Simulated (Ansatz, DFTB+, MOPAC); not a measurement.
System: C$_{2}$H, net charge -1, singlet state. SMILES: [C-]#C

Atoms: C1, C2, H3. Bonds: C1-C2, C1-H3.

Bond lengths (Å) and angles (degrees) optimised at PM3 with MOPAC; SCC-DFTB with DFTB+; HF/3-21G with Ansatz (an electronic-structure program); HF/6-31G* with Ansatz; PBE/6-31G* with Ansatz; B3LYP/LANL2DZ with Ansatz, each started from the B3LYP-D3(BJ)/def2-TZVP structure (Ansatz) of the last column. A row stands for all coordinates that are equal there. 6-31G* holds six Cartesian d functions. No wavenumbers were computed at SCC-DFTB, PBE/6-31G*, B3LYP/LANL2DZ, so these may be saddle points.

| coordinate | PM3 | SCC-DFTB | HF/3-21G | HF/6-31G* | PBE/6-31G* | B3LYP/LANL2DZ | B3LYP-D3(BJ)/def2-TZVP |
|---|---|---|---|---|---|---|---|
| C1-C2 | 1.216 | 1.225 | 1.233 | 1.228 | 1.263 | 1.275 | 1.239 |
| C1-H3 | 1.057 | 1.086 | 1.056 | 1.062 | 1.087 | 1.076 | 1.068 |
| C2-C1-H3 | 180.0 | 180.0 | 180.0 | 180.0 | 180.0 | 180.0 | 180.0 |

Mean signed difference of all 2 bond lengths from B3LYP-D3(BJ)/def2-TZVP: PM3 -0.017 Å, SCC-DFTB 0.002 Å, HF/3-21G -0.009 Å, HF/6-31G* -0.008 Å, PBE/6-31G* 0.022 Å, B3LYP/LANL2DZ 0.022 Å.
